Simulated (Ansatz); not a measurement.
# SiBH5O: ionisation energy by level of theory

Aim: the vertical ionisation energy of SiBH5O, as cation minus neutral at the neutral's geometry, on several levels, and how well −ε(HOMO) stands in for it.

The runs use Ansatz 0.2.0, Gaussian basis; unrestricted cation, the program's frozen cores in correlated methods.

The runs, in order: UKS PBE-D4/def2-TZVPP; UKS r2SCAN-D4/def2-TZVPP; UKS PBE0-D4/def2-TZVPP; UKS B3LYP-D4/def2-TZVPP; UKS wB97X-V/def2-TZVPP; UKS wB97M-V/def2-TZVPP; UKS B2PLYP/def2-TZVPP; UHF-CCSD(T)/def2-TZVPP; UHF-MP2/def2-QZVPP; extrapolation to the limit; then −ε(HOMO) from the neutral's earlier runs with LDA (SPW92), PBE-D4, revPBE-D4, BLYP-D4, r2SCAN-D4, B97M-V, PBE0-D4, B3LYP-D4, r2SCANh-D4, r2SCAN0-D4, HSE06-D4, BHLYP-D4, CAM-B3LYP-D4, LC-ωPBE, ωB97X-V, ωB97M-V.

## (1) The geometry

An earlier PBE0-D4 in a triple-zeta def2 set relaxation fixed the geometry.

SMILES `BO[SiH3]`, 8 atoms, charge 0, spin multiplicity 1.

Atoms are counted from 1 here; the program's logs count them from 0.

Bond lengths: B1–O2 1.347 Å, B1–H4 1.204 Å, B1–H5 1.199 Å, O2–Si3 1.658 Å, Si3–H6 1.485 Å, Si3–H7 1.482 Å, Si3–H8 1.482 Å. Angles: O2–B1–H4 120.0°, O2–B1–H5 118.0°, H4–B1–H5 121.9°, B1–O2–Si3 132.3°, O2–Si3–H6 110.1°, O2–Si3–H7 107.9°, O2–Si3–H8 107.9°, H6–Si3–H7 110.4°, H6–Si3–H8 110.4°, H7–Si3–H8 110.0°.

Coordinates:

```mol
BH5OSi
  3D, bonds by distance, orders not assigned

  8  7  0  0  0  0  0  0  0  0999 V2000
   -0.3697    0.8034   -1.2882 B   0  0
    0.4374   -0.0358   -0.6117 O   0  0
    0.3696   -0.6521    0.9259 Si  0  0
   -1.3570    1.2461   -0.7599 H   0  0
   -0.0717    1.0864   -2.4141 H   0  0
   -0.8317   -0.1365    1.6310 H   0  0
    1.6021   -0.2394    1.6375 H   0  0
    0.3133   -2.1292    0.8236 H   0  0
  1  2  8  0
  2  3  8  0
  1  4  8  0
  1  5  8  0
  3  6  8  0
  3  7  8  0
  3  8  8  0
M  END
```

## (2) Cation, UKS PBE-D4/def2-TZVPP

Contents of in.yaml:

```yaml
crystal:
  periodic: [false, false, false]
  atoms:
    - {symbol: B, position_ang: [-0.369687, 0.803386, -1.288171]}
    - {symbol: O, position_ang: [0.437364, -0.035848, -0.611657]}
    - {symbol: Si, position_ang: [0.369563, -0.652062, 0.925937]}
    - {symbol: H, position_ang: [-1.356997, 1.246061, -0.759938]}
    - {symbol: H, position_ang: [-0.071709, 1.086387, -2.414060]}
    - {symbol: H, position_ang: [-0.831742, -0.136504, 1.630955]}
    - {symbol: H, position_ang: [1.602072, -0.239441, 1.637471]}
    - {symbol: H, position_ang: [0.313336, -2.129179, 0.823563]}
basis:
  gaussian: {orbitals: def2-TZVPP}
total_charge: 1
magnetization: {spin_polarized: true, initial_magnetization: 1}
hamiltonian: {xc: pbe, dispersion: d4}
```

Command:

```
$ ansatz run in.yaml --threads 4 --pin off --events-out ev --progress --plain --max-ram 10444MiB
```

After this run come: Cation, UKS r2SCAN-D4/def2-TZVPP; Cation, UKS PBE0-D4/def2-TZVPP; Cation, UKS B3LYP-D4/def2-TZVPP; Cation, UKS wB97X-V/def2-TZVPP; Cation, UKS wB97M-V/def2-TZVPP; Cation, UKS B2PLYP (frozen core)/def2-TZVPP; Cation, UHF-CCSD(T)/def2-TZVPP; Cation, UHF-MP2/def2-QZVPP.

**Question.** What will the summary of the whole plan be? Wanted: ionisation energy, CCSD(T)/CBS; nearest functional by difference; nearest −ε(HOMO); −ε(HOMO) of PBE; T1 of the cation.

The runs gave:

| quantity | value |
| --- | --- |
| ionisation energy, CCSD(T)/CBS | 11.45 eV |
| nearest functional by difference | ωB97X-V (-0.30 eV) |
| nearest −ε(HOMO) | LC-ωPBE (-0.13 eV) |
| −ε(HOMO) of PBE | 7.03 eV |
| T1 of the cation | 0.053 |

**Reading.** Energy differences with functionals land within 0.97 eV of the reference. The PBE orbital energy is 4.4 eV too small: a semilocal HOMO is no ionisation energy. Among orbital estimates LC-ωPBE comes nearest. Hartree-Fock falls 0.80 eV short, as the neutral has more correlation energy than the cation. The cation's T1 (from the report) is 0.053, above the customary mark of 0.045 for open shells, so the coupled-cluster value is less safe.
